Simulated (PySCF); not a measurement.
**Spin states of NaP⁺**

Unrestricted PBE0; PySCF, no relativity, basis sets Na aug-cc-pVDZ, P aug-cc-pV(D+d)Z. Outer shells of the fragments: Na+ closed shells only; P 3s2 3p3.

Followed along the bond (rough minima from three points):

```
2Ms+1   unpaired  ⟨S²⟩ at the start  R at minimum (Å)  Te (eV)
    4  σ ↑, π ↑↑               3.75              3.11     0.00
    2  σ ↓, π ↑↑               1.77              3.17     0.68
    2  σ ↑, π ↑↓               1.77              3.15     0.70
    2        π ↑               0.75              2.97     1.36
```

Solutions found at the starting distance of 2.740 Å, counted from the lowest of them; the search is not exhaustive and high or unbound solutions are not listed, so other states can lie among these:

```csv
2Ms+1,unpaired,term,E (eV),⟨S²⟩,⟨Lz²⟩,μ (D)
4,"σ ↑, π ↑↑",⁴Σ⁻,0.00,3.75,0.00,-5.52
2,"σ ↓, π ↑↑",mixed,0.70,1.77,0.00,-5.50
2,"σ ↑, π ↑↓",mixed,0.72,1.77,2.02,-5.50
2,π ↑,²Π,1.34,0.75,1.01,-5.07
2,σ ↑,mixed,1.97,0.75,2.00,-5.44
2,π ↑,²Π,2.54,0.75,1.01,-5.65
4,"σ ↑↑, π ↑",⁴Π,6.49,3.75,1.01,3.82
4,π ↑↑↑,⁴Π,8.32,3.76,1.00,1.71
```

A term symbol is given only where ⟨S²⟩ and ⟨Lz²⟩ are close to those of a pure state; real π, δ and φ orbitals otherwise mix terms. A positive dipole points towards P; it is taken about the centre of mass and depends on that origin.
